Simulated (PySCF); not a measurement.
# Relaxation of singlet MgF₂

Computed with PBE0/[Mg def2-TZVP, F def2-TZVP], no relativity, density fitting, PySCF. A (50,194) grid was used.

A hand-made bent start, of C2v symmetry, held to at least that symmetry:

Coordinates in bohr (charge 0 multiplicity 1):
```
Mg    0.0000    0.0000   -1.3489
F     3.1424    0.0000    0.8515
F    -3.1424    0.0000    0.8515
```

Task: What forces act on the atoms at the start (eV/Å)?

Result: 
```json
{"atom": "Mg1", "Fx": "0.00", "Fy": "0.00", "Fz": "4.59"}
{"atom": "F2", "Fx": "-2.07", "Fy": "0.00", "Fz": "-2.30"}
{"atom": "F3", "Fx": "2.07", "Fy": "0.00", "Fz": "-2.30"}
```

Task: What does it relax to?

Result: It ends at D∞h with Mg–F 1.746 Å (×2); F–Mg–F 180.0°. A frequency run shows a minimum. Other isomers or separated fragments may lie lower.

Task: How much energy is released, and in how many steps?

Result: 184.9 kJ/mol in 9 steps.

The relaxation took 7 s on 2 threads of a shared Arm Neoverse V1 host, with 94 basis functions and 10 gradients; the process peaked at 0.52 GiB.
